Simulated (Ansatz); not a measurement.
**AlB (singlet): RKS PBE0, RPA-PBE over a scan of the distance B1–Al2, cc-pVDZ**

How well do these functionals follow the top wave-function level for AlB (singlet) over a scan of the distance B1–Al2?

Program: Ansatz 0.2.0, Gaussian basis. Level of theory: cc-pVDZ, all electrons in the functionals, frozen cores in the correlation of double hybrids and RPA. These are calculated values, not measurements.

Plan: RKS PBE0, RPA-PBE, at 1.697 Å; 1.917 Å; 2.080 Å; 2.245 Å; 2.545 Å; 2.828 Å; 3.390 Å; 3.811 Å; 4.523 Å; 5.514 Å; 6.936 Å.

19 further runs of the same task are left out: 1 for a known fault of the program, 13 that didn't finish, 5 set aside as unsound or not needed.

**1. What is computed**

The geometry derives from a PBE0/def2-TZVP stationary point (not a proven minimum). One bond is set to the value named and the two fragments are kept rigid.

2 atoms, charge 0, spin multiplicity 1.

Atoms are counted from 1 here; the program's logs count them from 0.

Bond lengths: B1–Al2 2.081 Å.

Coordinates:

```xyz
2
charge 0, multiplicity 1
B     0.0000    0.0000    0.0000
Al    0.0000    0.0000    2.0805
```

No dispersion term is added.

The geometry shown and the zero of energy belong to the point 2.080 Å. The yardstick, FCI, and other wave-function levels (R restricted, U unrestricted, valence and pair active spaces) come from earlier runs.

**2. RKS PBE0, 1.697 Å**

Contents of in.yaml:

```yaml
crystal:
  periodic: [false, false, false]
  atoms:
    - {symbol: B, position_ang: [0.000000, 0.000000, 0.000000]}
    - {symbol: Al, position_ang: [0.000000, 0.000000, 1.697000]}
basis:
  gaussian: {orbitals: cc-pVDZ}
hamiltonian: {xc: {name: PBE0}}
```

Launch:

```
$ ansatz run in.yaml --threads 1 --pin off --events-out ev --progress --plain --max-ram 2393MiB
```

The runs that follow: RKS PBE0, 1.917 Å; RKS PBE0, 2.080 Å; RKS PBE0, 2.245 Å; RKS PBE0, 2.545 Å; RKS PBE0, 2.828 Å; RKS PBE0, 3.390 Å; RKS PBE0, 3.811 Å; RKS PBE0, 4.523 Å; RKS PBE0, 5.514 Å; RKS PBE0, 6.936 Å; RPA-PBE, 1.697 Å; RPA-PBE, 1.917 Å; RPA-PBE, 2.080 Å; RPA-PBE, 2.245 Å; RPA-PBE, 2.545 Å; RPA-PBE, 2.828 Å; RPA-PBE, 3.390 Å; RPA-PBE, 3.811 Å; RPA-PBE, 4.523 Å; RPA-PBE, 5.514 Å; RPA-PBE, 6.936 Å.

**Question.** What will the summary of the whole plan be? Wanted: span of the FCI curve; largest miss, RKS PBE0.

The runs gave:

| quantity | value |
| --- | --- |
| span of the FCI curve | 32.7 kcal/mol |
| largest miss, RKS PBE0 | +32.0 kcal/mol (6.936 Å) |

RKS PBE0 strays by up to 32.0 kcal/mol, at 6.936 Å. Functionals and the yardstick converge differently with the basis, so part of each miss in cc-pVDZ is the basis.
